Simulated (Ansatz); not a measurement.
# SiH₂+ (quartet): from Hartree-Fock to the top rungs, cc-pVDZ

How much of the correlation energy of SiH₂+ (quartet) does each wave-function method recover here?

Program: Ansatz 0.2.0, Gaussian basis. Level of theory: cc-pVDZ, core rule «outside noble gas», up to 5 orbitals frozen. These are calculated values, not measurements.

Plan: UHF; CCSD(T) on ROHF; CCSD(T) on UHF; BCCD(T) on ROHF; CISD; CCSDT(Q) on ROHF; CCSDT(Q) on UHF; CISDTQ; CCSDTQ on ROHF; CCSDTQ on UHF; CASSCF and MRCISD+Q, 5 electrons in 6 orbitals; CASSCF and MRCISD+Q(relaxed), 5 electrons in 6 orbitals; CASSCF and NEVPT2, 5 electrons in 6 orbitals; Full CI.

24 further runs of the same task are left out: 10 that didn't finish, 14 set aside as unsound or not needed.

**1. What is computed**

The geometry is a PBE0/def2-TZVP stationary point (not a proven minimum) of the parent state, kept for this charge and spin.

3 atoms, charge 1, spin multiplicity 4.

Atoms are counted from 1 here; the program's logs count them from 0.

Bond lengths: Si1–H2 1.486 Å, Si1–H3 1.486 Å. Angles: H2–Si1–H3 118.7°.

**2. UHF**

in.yaml

```yaml
crystal:
  periodic: [false, false, false]
  atoms:
    - {symbol: Si, position_ang: [0.000000, -0.050740, 0.000000]}
    - {symbol: H, position_ang: [0.000000, 0.706913, -1.278374]}
    - {symbol: H, position_ang: [0.000000, 0.706912, 1.278374]}
basis:
  gaussian: {orbitals: cc-pVDZ}
total_charge: 1
magnetization: {spin_polarized: true, initial_magnetization: 3}
hamiltonian: {xc: hf}
output: {orbitals: {seedname: orbitals}}
```

Started as:

```bash
ansatz run in.yaml --threads 1 --pin off --events-out ev --progress --plain --max-ram 2393MiB
```

The runs that follow: CCSD(T) on ROHF; CCSD(T) on UHF; BCCD(T) on ROHF; CISD; CCSDT(Q) on ROHF; CCSDT(Q) on UHF; CISDTQ; CCSDTQ on ROHF; CCSDTQ on UHF; CASSCF and MRCISD+Q, 5 electrons in 6 orbitals; CASSCF and MRCISD+Q(relaxed), 5 electrons in 6 orbitals; CASSCF and NEVPT2, 5 electrons in 6 orbitals; Full CI.

Before running them: what should the planned runs give, taken together? Wanted: FCI below the RHF energy; RMP2 from FCI; UMP2 from FCI; RCCSD from FCI; RCCSD(T) from FCI; UCCSD(T) from FCI; RCCSDT(Q) from FCI; UCCSDT(Q) from FCI; NEVPT2 valence from FCI.

**Answer**, as computed:

| quantity | value |
| --- | --- |
| FCI below the RHF energy | -2.3204 eV |
| RMP2 from FCI | +58.2 kJ/mol |
| UMP2 from FCI | +64.1 kJ/mol |
| RCCSD from FCI | +6.9 kJ/mol |
| RCCSD(T) from FCI | +1.9 kJ/mol |
| UCCSD(T) from FCI | +1.8 kJ/mol |
| RCCSDT(Q) from FCI | +0.1 kJ/mol |
| UCCSDT(Q) from FCI | 0.0 kJ/mol |
| NEVPT2 valence from FCI | +34.7 kJ/mol |
| MRCISD+Q valence from FCI | +0.1 kJ/mol |
| MRCISD+Q(relaxed) valence from FCI | -1.9 kJ/mol |
| levels within 1 kcal/mol (43 meV) | RCCSD(T), UCCSD(T), BCCD(T), RCCSDT, UCCSDT, CISDTQ, RCCSDT(Q), UCCSDT(Q), RCCSDTQ, UCCSDTQ, MRCISD valence, MRCISD+Q valence, MRCISD+Q(relaxed) valence |
| T1 diagnostic | 0.022 |
| effectively unpaired electrons | 3.03 |

In words: RCCSD(T) lands +1.9 kJ/mol from the yardstick (0.8 % of the correlation energy). MRCISD+Q(relaxed) valence falls below full CI: the +Q correction isn't variational, and the cores differ from full CI's. One determinant dominates. Of the multireference levels listed MRCISD+Q valence comes nearest in total energy (+0.1 kJ/mol), which doesn't show that its space is the better one. Coupled cluster took another determinant than the lowest Hartree-Fock one. These misses are within one basis, not against nature; the frozen cores of restricted and unrestricted runs differ, which can shift their rows.
